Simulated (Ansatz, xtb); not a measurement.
# C4H9+: 3 structures ranked

3 gas-phase structures of C4H9+, found in a search over its isomers (lower ones may exist). Each was relaxed with GFN2-xTB:

A. `C[C+](C)C`, a singlet
B. a singlet given by its coordinates
C. `C[CH+]CC`, a singlet

B (Å):

```yaml
atoms:
  - { symbol: C, position_ang: [-1.7750, -0.6560, -0.3663] }
  - { symbol: C, position_ang: [-1.1398, -1.5287, -1.3030] }
  - { symbol: C, position_ang: [-0.8673, -2.9375, -1.0418] }
  - { symbol: C, position_ang: [-0.2564, -0.3230, -0.1050] }
  - { symbol: H, position_ang: [-2.3320, 0.1884, -0.7541] }
  - { symbol: H, position_ang: [-2.2538, -1.1050, 0.4962] }
  - { symbol: H, position_ang: [-0.9947, -1.1742, -2.3192] }
  - { symbol: H, position_ang: [-1.6853, -3.4843, -1.5280] }
  - { symbol: H, position_ang: [-0.8894, -3.1935, 0.0151] }
  - { symbol: H, position_ang: [0.0492, -3.2972, -1.5067] }
  - { symbol: H, position_ang: [0.0505, -0.7558, 0.8435] }
  - { symbol: H, position_ang: [-0.1661, 0.7637, -0.1153] }
  - { symbol: H, position_ang: [0.4831, -0.6468, -0.8584] }
```

Close contacts (Å): C1–C2 1.43, C1–C4 1.58, C2–C3 1.46, C2–C4 1.92, C1–H5 1.08, C1–H6 1.08, C2–H7 1.09, C3–H8 1.10, C3–H9 1.09, C3–H10 1.09, C4–H11 1.09, C4–H12 1.09, C4–H13 1.10.

Task: Make a reasoned guess at their ranking by r2SCAN-D4/def2-SVP single-point energy.

Result: Calculated order at r2SCAN-D4/def2-SVP: A (0.0), B (14.3), C (14.6) kcal/mol. Less than 1 kcal/mol parts B and C, so the order within that pair means little.

Energies above the lowest of each column, in kcal/mol; the last columns are at B3LYP/6-31G* geometries:

```tsv
structure	GFN2-xTB	HF/STO-3G	r2SCAN-D4/def2-SVP	B3LYP/6-31G*	CCSD(T)/def2-SVP + ΔMP2/def2-TZVPP
A	0.0	0.0	0.0	0.0	0.0
B	16.1	21.8	14.3	13.6	12.4
C	15.4	15.5	14.6	14.5	14.0
```

Every level run on A puts it lowest or level with the lowest. Flexible structures stand in one conformer each, not always the lowest. A keeps a small imaginary mode. ΔMP2 is the change of the MP2 energy from the smaller to the larger basis.

Programs: Ansatz 0.2.0, xtb 6.7.1 (Pople sets with spherical d functions).
